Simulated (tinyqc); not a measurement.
CIS and TDHF on RHF in the sto-3g basis, frozen core, for H2O, spin multiplicity 1, step by step (part 1 of 2). Computed by tinyqc, a small Python program that keeps every step (integrals from PySCF). Settings: charge = 0, multiplicity = 1, basis = sto-3g, method = RHF, frozen orbitals = 1, energy threshold = 1e-10, iteration cap = 64, orthogonalisation = symmetric, start = atomic densities, DIIS depth = 6, TDHF = 1. Command: `OMP_NUM_THREADS=1 python tinyqc.py 23893 23894 out.jsonl` (the two numbers bound the seeds that draw the settings). One thread of a shared host (Intel(R) Xeon(R) Processor @ 2.60GHz), about 0.08 s of CPU time with the checks. Later iterations appear only in the table of the cycle.

## One-electron integrals

Geometry (angstrom):

| atom | x | y | z |
|---|---|---|---|
| O | 0.000000 | 0.000000 | 0.000000 |
| H | 0.000000 | 0.753000 | 0.567000 |
| H | 0.000000 | -0.753000 | 0.567000 |

Basis sto-3g: exponents (1/bohr^2) and contraction coefficients of normalised primitives:

| element | l (shell) | exponent | coefficient |
|---|---|---|---|
| O | s (1) | 130.709320 | 0.154329 |
| O | s (1) | 23.808861 | 0.535328 |
| O | s (1) | 6.443608 | 0.444635 |
| O | s (2) | 5.033151 | -0.099967 |
| O | s (2) | 1.169596 | 0.399513 |
| O | s (2) | 0.380389 | 0.700115 |
| O | p (3) | 5.033151 | 0.155916 |
| O | p (3) | 1.169596 | 0.607684 |
| O | p (3) | 0.380389 | 0.391957 |
| H | s (1) | 3.425251 | 0.154329 |
| H | s (1) | 0.623914 | 0.535328 |
| H | s (1) | 0.168855 | 0.444635 |

Overlap, kinetic and nuclear-attraction integrals over the contracted functions; the nuclear repulsion is the sum of Za Zb / Rab.

nuclear repulsion = 9.33378958 hartree

overlap S:
```
           1O 1s     1O 2s    1O 2px     1O 2py    1O 2pz     2H 1s      3H 1s
1O 1s   1.000000  0.236704  0.000000   0.000000  0.000000  0.055878   0.055878
1O 2s   0.236704  1.000000  0.000000   0.000000  0.000000  0.484434   0.484434
1O 2px  0.000000  0.000000  1.000000   0.000000  0.000000  0.000000   0.000000
1O 2py  0.000000  0.000000  0.000000   1.000000  0.000000  0.318325  -0.318325
1O 2pz  0.000000  0.000000  0.000000   0.000000  1.000000  0.239695   0.239695
2H 1s   0.055878  0.484434  0.000000   0.318325  0.239695  1.000000   0.254588
3H 1s   0.055878  0.484434  0.000000  -0.318325  0.239695  0.254588   1.000000
```

kinetic energy T (hartree):
```
            1O 1s      1O 2s    1O 2px     1O 2py    1O 2pz      2H 1s      3H 1s
1O 1s   29.003200  -0.168011  0.000000   0.000000  0.000000  -0.001439  -0.001439
1O 2s   -0.168011   0.808128  0.000000   0.000000  0.000000   0.135747   0.135747
1O 2px   0.000000   0.000000  2.528731   0.000000  0.000000   0.000000   0.000000
1O 2py   0.000000   0.000000  0.000000   2.528731  0.000000   0.236174  -0.236174
1O 2pz   0.000000   0.000000  0.000000   0.000000  2.528731   0.177836   0.177836
2H 1s   -0.001439   0.135747  0.000000   0.236174  0.177836   0.760032   0.009135
3H 1s   -0.001439   0.135747  0.000000  -0.236174  0.177836   0.009135   0.760032
```

nuclear attraction V (hartree):
```
             1O 1s       1O 2s     1O 2px      1O 2py      1O 2pz      2H 1s      3H 1s
1O 1s   -61.741256   -7.448851   0.000000    0.000000   -0.019259  -1.810547  -1.810547
1O 2s    -7.448851  -10.158428   0.000000    0.000000   -0.225259  -3.970619  -3.970619
1O 2px    0.000000    0.000000  -9.999022    0.000000    0.000000   0.000000   0.000000
1O 2py    0.000000    0.000000   0.000000  -10.164071    0.000000  -2.323057   2.323057
1O 2pz   -0.019259   -0.225259   0.000000    0.000000  -10.092604  -1.823122  -1.823122
2H 1s    -1.810547   -3.970619   0.000000   -2.323057   -1.823122  -5.894898  -1.654564
3H 1s    -1.810547   -3.970619   0.000000    2.323057   -1.823122  -1.654564  -5.894898
```

core Hamiltonian H = T + V (hartree):
```
             1O 1s      1O 2s     1O 2px     1O 2py     1O 2pz      2H 1s      3H 1s
1O 1s   -32.738056  -7.616862   0.000000   0.000000  -0.019259  -1.811986  -1.811986
1O 2s    -7.616862  -9.350300   0.000000   0.000000  -0.225259  -3.834872  -3.834872
1O 2px    0.000000   0.000000  -7.470291   0.000000   0.000000   0.000000   0.000000
1O 2py    0.000000   0.000000   0.000000  -7.635340   0.000000  -2.086883   2.086883
1O 2pz   -0.019259  -0.225259   0.000000   0.000000  -7.563872  -1.645286  -1.645286
2H 1s    -1.811986  -3.834872   0.000000  -2.086883  -1.645286  -5.134866  -1.645430
3H 1s    -1.811986  -3.834872   0.000000   2.086883  -1.645286  -1.645430  -5.134866
```

## Two-electron integrals

Functions are numbered as in S; the eight-fold symmetry (ij|kl) = (ji|kl) = (kl|ij) leaves the list below.

Two-electron integrals (ij|kl) in chemists' order, unique and non-zero (hartree):
```
(11|11) 4.785065    (21|11) 0.741380    (21|21) 0.136873    (22|11) 1.118947
(22|21) 0.256633    (22|22) 0.817206    (31|31) 0.024477    (32|31) 0.037809
(32|32) 0.180518    (33|11) 1.115814    (33|21) 0.256684    (33|22) 0.817023
(33|33) 0.880159    (41|41) 0.024477    (42|41) 0.037809    (42|42) 0.180518
(43|43) 0.047444    (44|11) 1.115814    (44|21) 0.256684    (44|22) 0.817023
(44|33) 0.785270    (44|44) 0.880159    (51|51) 0.024477    (52|51) 0.037809
(52|52) 0.180518    (53|53) 0.047444    (54|54) 0.047444    (55|11) 1.115814
(55|21) 0.256684    (55|22) 0.817023    (55|33) 0.785270    (55|44) 0.785270
(55|55) 0.880159    (61|11) 0.177925    (61|21) 0.032551    (61|22) 0.060575
(61|33) 0.060461    (61|41) 0.001193    (61|42) 0.002226    (61|44) 0.060684
(61|51) 0.000899    (61|52) 0.001676    (61|54) 0.000168    (61|55) 0.060588
(61|61) 0.007841    (62|11) 0.413897    (62|21) 0.096034    (62|22) 0.336368
(62|33) 0.330820    (62|41) 0.005727    (62|42) 0.042941    (62|44) 0.341243
(62|51) 0.004312    (62|52) 0.032334    (62|54) 0.007849    (62|55) 0.336729
(62|61) 0.023247    (62|62) 0.168494    (63|31) 0.010276    (63|32) 0.058984
(63|43) 0.009022    (63|53) 0.006794    (63|63) 0.024605    (64|11) 0.231537
(64|21) 0.054441    (64|22) 0.203683    (64|33) 0.194350    (64|41) 0.013137
(64|42) 0.083771    (64|44) 0.218605    (64|51) 0.002154    (64|52) 0.018664
(64|54) 0.011470    (64|55) 0.197872    (64|61) 0.013787    (64|62) 0.123933
(64|64) 0.114762    (65|11) 0.174345    (65|21) 0.040994    (65|22) 0.153371
(65|33) 0.146344    (65|41) 0.002154    (65|42) 0.018664    (65|44) 0.151020
(65|51) 0.011898    (65|52) 0.073038    (65|54) 0.012543    (65|55) 0.162582
(65|61) 0.010381    (65|62) 0.093320    (65|64) 0.067888    (65|65) 0.075723
(66|11) 0.538980    (66|21) 0.127089    (66|22) 0.508556    (66|33) 0.487824
(66|41) 0.010212    (66|42) 0.103952    (66|44) 0.527123    (66|51) 0.007690
(66|52) 0.078275    (66|54) 0.029592    (66|55) 0.510106    (66|61) 0.031072
(66|62) 0.314306    (66|64) 0.264174    (66|65) 0.198920    (66|66) 0.774606
(71|11) 0.177925    (71|21) 0.032551    (71|22) 0.060575    (71|33) 0.060461
(71|41) -0.001193   (71|42) -0.002226   (71|44) 0.060684    (71|51) 0.000899
(71|52) 0.001676    (71|54) -0.000168   (71|55) 0.060588    (71|61) 0.007718
(71|62) 0.022508    (71|64) 0.012151    (71|65) 0.010057    (71|66) 0.029701
(71|71) 0.007841    (72|11) 0.413897    (72|21) 0.096034    (72|22) 0.336368
(72|33) 0.330820    (72|41) -0.005727   (72|42) -0.042941   (72|44) 0.341243
(72|51) 0.004312    (72|52) 0.032334    (72|54) -0.007849   (72|55) 0.336729
(72|61) 0.022508    (72|62) 0.137808    (72|64) 0.069554    (72|65) 0.074228
(72|66) 0.212805    (72|71) 0.023247    (72|72) 0.168494    (73|31) 0.010276
(73|32) 0.058984    (73|43) -0.009022   (73|53) 0.006794    (73|63) 0.019494
(73|73) 0.024605    (74|11) -0.231537   (74|21) -0.054441   (74|22) -0.203683
(74|33) -0.194350   (74|41) 0.013137    (74|42) 0.083771    (74|44) -0.218605
(74|51) -0.002154   (74|52) -0.018664   (74|54) 0.011470    (74|55) -0.197872
(74|61) -0.012151   (74|62) -0.069554   (74|64) -0.016034   (74|65) -0.036578
(74|66) -0.094015   (74|71) -0.013787   (74|72) -0.123933   (74|74) 0.114762
(75|11) 0.174345    (75|21) 0.040994    (75|22) 0.153371    (75|33) 0.146344
(75|41) -0.002154   (75|42) -0.018664   (75|44) 0.151020    (75|51) 0.011898
(75|52) 0.073038    (75|54) -0.012543   (75|55) 0.162582    (75|61) 0.010057
(75|62) 0.074228    (75|64) 0.036578    (75|65) 0.058862    (75|66) 0.125863
(75|71) 0.010381    (75|72) 0.093320    (75|74) -0.067888   (75|75) 0.075723
(76|11) 0.164846    (76|21) 0.038571    (76|22) 0.145677    (76|33) 0.142418
(76|44) 0.145339    (76|51) 0.002772    (76|52) 0.024293    (76|55) 0.149120
(76|61) 0.009238    (76|62) 0.071732    (76|64) 0.045407    (76|65) 0.044660
(76|66) 0.136273    (76|71) 0.009238    (76|72) 0.071732    (76|74) -0.045407
(76|75) 0.044660    (76|76) 0.036740    (77|11) 0.538980    (77|21) 0.127089
(77|22) 0.508556    (77|33) 0.487824    (77|41) -0.010212   (77|42) -0.103952
(77|44) 0.527123    (77|51) 0.007690    (77|52) 0.078275    (77|54) -0.029592
(77|55) 0.510106    (77|61) 0.029701    (77|62) 0.212805    (77|64) 0.094015
(77|65) 0.125863    (77|66) 0.344566    (77|71) 0.031072    (77|72) 0.314306
(77|74) -0.264174   (77|75) 0.198920    (77|76) 0.136273    (77|77) 0.774606
```

## Orthogonalisation

S = U s U^T; symmetric (Loewdin) form X = U s^(-1/2) U^T, so that X^T S X = 1.

eigenvalues of S: 0.332787  0.404875  0.887023  1.000000  1.090444  1.340537  1.944334

X:
```
            1O 1s      1O 2s    1O 2px     1O 2py     1O 2pz      2H 1s      3H 1s
1O 1s    1.024272  -0.144265  0.000000   0.000000  -0.010416   0.022367   0.022367
1O 2s   -0.144265   1.260530  0.000000   0.000000   0.115698  -0.306496  -0.306496
1O 2px   0.000000   0.000000  1.000000   0.000000   0.000000   0.000000   0.000000
1O 2py   0.000000   0.000000  0.000000   1.121336   0.000000  -0.240836   0.240836
1O 2pz  -0.010416   0.115698  0.000000   0.000000   1.056103  -0.149108  -0.149108
2H 1s    0.022367  -0.306496  0.000000  -0.240836  -0.149108   1.221541  -0.092409
3H 1s    0.022367  -0.306496  0.000000   0.240836  -0.149108  -0.092409   1.221541
```

## Starting guess

The start is atomic minimal-basis densities projected into this basis (PySCF's MINAO start) and scaled to the electron count of each spin; this density is not idempotent, so its energy is not variational and may lie below the converged one.

D at the start:
```
            1O 1s      1O 2s    1O 2px     1O 2py     1O 2pz      2H 1s      3H 1s
1O 1s    2.143158  -0.486149  0.000000   0.000000   0.017920  -0.017429  -0.017429
1O 2s   -0.486149   2.079094  0.000000   0.000000  -0.093623   0.038813   0.038813
1O 2px   0.000000   0.000000  1.308339   0.000000   0.000000   0.000000   0.000000
1O 2py   0.000000   0.000000  0.000000   1.149180   0.000000   0.118641  -0.118641
1O 2pz   0.017920  -0.093623  0.000000   0.000000   1.234229   0.054840   0.054840
2H 1s   -0.017429   0.038813  0.000000   0.118641   0.054840   1.001827   0.073713
3H 1s   -0.017429   0.038813  0.000000  -0.118641   0.054840   0.073713   1.001827
```

## Iteration 1: building the Fock matrix

J_ij = sum D_kl (ij|kl), K_ij = sum D_kl (ik|jl); F = H + J - 0.5 K; E = tr D H + tr D J / 2 - 0.25 tr D K + E_nn.

Coulomb J (hartree):
```
            1O 1s     1O 2s    1O 2px     1O 2py    1O 2pz     2H 1s      3H 1s
1O 1s   17.284219  3.244788  0.000000   0.000000  0.013853  0.772603   0.772603
1O 2s    3.244788  8.082596  0.000000   0.000000  0.157753  3.352808   3.352808
1O 2px   0.000000  0.000000  8.033530   0.000000  0.000000  0.000000   0.000000
1O 2py   0.000000  0.000000  0.000000   8.111740  0.000000  2.035205  -2.035205
1O 2pz   0.013853  0.157753  0.000000   0.000000  8.078275  1.588896   1.588896
2H 1s    0.772603  3.352808  0.000000   2.035205  1.588896  5.248812   1.471912
3H 1s    0.772603  3.352808  0.000000  -2.035205  1.588896  1.471912   5.248812
```

exchange K (hartree):
```
           1O 1s     1O 2s    1O 2px     1O 2py    1O 2pz     2H 1s      3H 1s
1O 1s   9.919509  1.700560  0.000000   0.000000  0.020850  0.448090   0.448090
1O 2s   1.700560  2.840211  0.000000   0.000000  0.173880  1.414843   1.414843
1O 2px  0.000000  0.000000  1.722024   0.000000  0.000000  0.000000   0.000000
1O 2py  0.000000  0.000000  0.000000   1.869032  0.000000  0.649707  -0.649707
1O 2pz  0.020850  0.173880  0.000000   0.000000  1.806454  0.569208   0.569208
2H 1s   0.448090  1.414843  0.000000   0.649707  0.569208  1.525054   0.676412
3H 1s   0.448090  1.414843  0.000000  -0.649707  0.569208  0.676412   1.525054
```

Fock matrix F (hartree):
```
             1O 1s      1O 2s     1O 2px     1O 2py     1O 2pz      2H 1s      3H 1s
1O 1s   -20.413592  -5.222354   0.000000   0.000000  -0.015831  -1.263428  -1.263428
1O 2s    -5.222354  -2.687809   0.000000   0.000000  -0.154446  -1.189486  -1.189486
1O 2px    0.000000   0.000000  -0.297773   0.000000   0.000000   0.000000   0.000000
1O 2py    0.000000   0.000000   0.000000  -0.458116   0.000000  -0.376531   0.376531
1O 2pz   -0.015831  -0.154446   0.000000   0.000000  -0.388825  -0.340994  -0.340994
2H 1s    -1.263428  -1.189486   0.000000  -0.376531  -0.340994  -0.648582  -0.511724
3H 1s    -1.263428  -1.189486   0.000000   0.376531  -0.340994  -0.511724  -0.648582
```

total energy of this density = -75.53789296 hartree

This density is the starting one; it is not idempotent, so its energy is not variational and may lie below the converged one.

## Iteration 1: diagonalisation and new density

Diagonalise F' = X^T F X, C = X C', fill 5 alpha and 5 beta electrons from the bottom; D = 2 C_occ C_occ^T. Each column has its largest component positive (the first on a tie).

F' = X^T F X (hartree):
```
            1          2          3          4          5          6          7
1  -20.030572  -2.701876   0.000000   0.000000  -0.033452  -0.207593  -0.207593
2   -2.701876  -1.400832   0.000000   0.000000   0.075860  -0.600539  -0.600539
3    0.000000   0.000000  -0.297773   0.000000   0.000000   0.000000   0.000000
4    0.000000   0.000000   0.000000  -0.185166   0.000000  -0.431427   0.431427
5   -0.033452   0.075860   0.000000   0.000000  -0.259251  -0.283896  -0.283896
6   -0.207593  -0.600539   0.000000  -0.431427  -0.283896   0.014481  -0.172704
7   -0.207593  -0.600539   0.000000   0.431427  -0.283896  -0.172704   0.014481
```

orbital energies (hartree): MO1 -20.422874, MO2 -1.508687, MO3 -0.636894, MO4 -0.436376, MO5 -0.297773, MO6 0.519058, MO7 0.638912

coefficients C:
```
              MO1        MO2        MO3        MO4       MO5        MO6        MO7
1O 1s    0.993970  -0.237260   0.000000   0.087465  0.000000  -0.138333   0.000000
1O 2s    0.026934   0.850160   0.000000  -0.454779  0.000000   0.938452   0.000000
1O 2px   0.000000   0.000000   0.000000   0.000000  1.000000   0.000000   0.000000
1O 2py   0.000000   0.000000   0.698547   0.000000  0.000000   0.000000   0.940973
1O 2pz   0.003378   0.108468   0.000000   0.829419  0.000000   0.688187   0.000000
2H 1s   -0.005246   0.147321   0.359294   0.229052  0.000000  -0.824589  -0.890024
3H 1s   -0.005246   0.147321  -0.359294   0.229052  0.000000  -0.824589   0.890024
```

D after iteration 1:
```
            1O 1s      1O 2s    1O 2px     1O 2py     1O 2pz      2H 1s      3H 1s
1O 1s    2.103837  -0.429428  0.000000   0.000000   0.100335  -0.040267  -0.040267
1O 2s   -0.429428   1.860644  0.000000   0.000000  -0.569793   0.041874   0.041874
1O 2px   0.000000   0.000000  2.000000   0.000000   0.000000   0.000000   0.000000
1O 2py   0.000000   0.000000  0.000000   0.975936   0.000000   0.501968  -0.501968
1O 2pz   0.100335  -0.569793  0.000000   0.000000   1.399426   0.411884   0.411884
2H 1s   -0.040267   0.041874  0.000000   0.501968   0.411884   0.406576  -0.109793
3H 1s   -0.040267   0.041874  0.000000  -0.501968   0.411884  -0.109793   0.406576
```

## Iteration 7 (converged): orbitals

converged F (hartree):
```
             1O 1s      1O 2s     1O 2px     1O 2py     1O 2pz      2H 1s      3H 1s
1O 1s   -20.229010  -5.162860   0.000000   0.000000  -0.029738  -1.236926  -1.236926
1O 2s    -5.162860  -2.449616   0.000000   0.000000  -0.131571  -1.049301  -1.049301
1O 2px    0.000000   0.000000  -0.391113   0.000000   0.000000   0.000000   0.000000
1O 2py    0.000000   0.000000   0.000000  -0.331471   0.000000  -0.402595   0.402595
1O 2pz   -0.029738  -0.131571   0.000000   0.000000  -0.359027  -0.366829  -0.366829
2H 1s    -1.236926  -1.049301   0.000000  -0.402595  -0.366829  -0.597245  -0.405668
3H 1s    -1.236926  -1.049301   0.000000   0.402595  -0.366829  -0.405668  -0.597245
```

As before.

F' = X^T F X (hartree):
```
            1          2          3          4          5          6          7
1  -19.848377  -2.695767   0.000000   0.000000  -0.054844  -0.198592  -0.198592
2   -2.695767  -1.211339   0.000000   0.000000   0.116308  -0.533834  -0.533834
3    0.000000   0.000000  -0.391113   0.000000   0.000000   0.000000   0.000000
4    0.000000   0.000000   0.000000  -0.004117   0.000000  -0.489738   0.489738
5   -0.054844   0.116308   0.000000   0.000000  -0.203292  -0.332701  -0.332701
6   -0.198592  -0.533834   0.000000  -0.489738  -0.332701   0.028927  -0.111469
7   -0.198592  -0.533834   0.000000   0.489738  -0.332701  -0.111469   0.028927
```

orbital energies (hartree): MO1 -20.237910, MO2 -1.274155, MO3 -0.628213, MO4 -0.451079, MO5 -0.391113, MO6 0.617594, MO7 0.764493

coefficients C:
```
              MO1        MO2        MO3        MO4       MO5        MO6        MO7
1O 1s    0.994090  -0.232363   0.000000   0.102883  0.000000  -0.135138   0.000000
1O 2s    0.026901   0.828503   0.000000  -0.536547  0.000000   0.914324   0.000000
1O 2px   0.000000   0.000000   0.000000   0.000000  1.000000   0.000000   0.000000
1O 2py   0.000000   0.000000   0.605028   0.000000  0.000000   0.000000   1.003663
1O 2pz   0.004440   0.133034   0.000000   0.784810  0.000000   0.734621   0.000000
2H 1s   -0.006150   0.159931   0.443042   0.270148  0.000000  -0.809659  -0.851439
3H 1s   -0.006150   0.159931  -0.443042   0.270148  0.000000  -0.809659   0.851439
```

D after iteration 7:
```
            1O 1s      1O 2s    1O 2px     1O 2py     1O 2pz      2H 1s      3H 1s
1O 1s    2.105584  -0.441944  0.000000   0.000000   0.108489  -0.030964  -0.030964
1O 2s   -0.441944   1.950049  0.000000   0.000000  -0.621498  -0.025218  -0.025218
1O 2px   0.000000   0.000000  2.000000   0.000000   0.000000   0.000000   0.000000
1O 2py   0.000000   0.000000  0.000000   0.732118   0.000000   0.536106  -0.536106
1O 2pz   0.108489  -0.621498  0.000000   0.000000   1.267290   0.466527   0.466527
2H 1s   -0.030964  -0.025218  0.000000   0.536106   0.466527   0.589764  -0.195382
3H 1s   -0.030964  -0.025218  0.000000  -0.536106   0.466527  -0.195382   0.589764
```

## Convergence

Stop when the energy changes by less than 1e-10 hartree and every element of the error matrix X^T (F D S - S D F) X is below 3e-06.

Course of the cycle:

| iteration | E (hartree) | change | largest element of the error matrix |
|---|---|---|---|
| 1 | -75.53789296 | - | 1.39e+00 |
| 2 | -74.92738559 | 6.11e-01 | 1.84e-01 |
| 3 | -74.95933477 | -3.19e-02 | 1.98e-02 |
| 4 | -74.95970701 | -3.72e-04 | 4.17e-03 |
| 5 | -74.95972932 | -2.23e-05 | 1.22e-05 |
| 6 | -74.95972932 | -1.28e-10 | 1.45e-06 |
| 7 | -74.95972932 | -5.17e-12 | 4.46e-07 |

PySCF RHF in the same basis = -74.95972932 hartree

Converged in 7 iterations.

## Populations, bond orders and dipole

Mulliken: Z minus the diagonal of D S on the atom; Loewdin: the same with S^(1/2) D S^(1/2); Mayer order: 2 sum_s sum (D(s) S)_ij (D(s) S)_ji over the two atoms.

Charges (e):

| atom | Mulliken | Loewdin |
|---|---|---|
| 1O | -0.382889 | -0.263282 |
| 2H | 0.191444 | 0.131641 |
| 3H | 0.191444 | 0.131641 |

Mayer bond orders:

| pair | order |
|---|---|
| 2-1 | 0.949422 |
| 3-1 | 0.949422 |
| 3-2 | 0.013927 |

dipole moment about the origin, x y z (debye): 0.000000  0.000000  1.734285
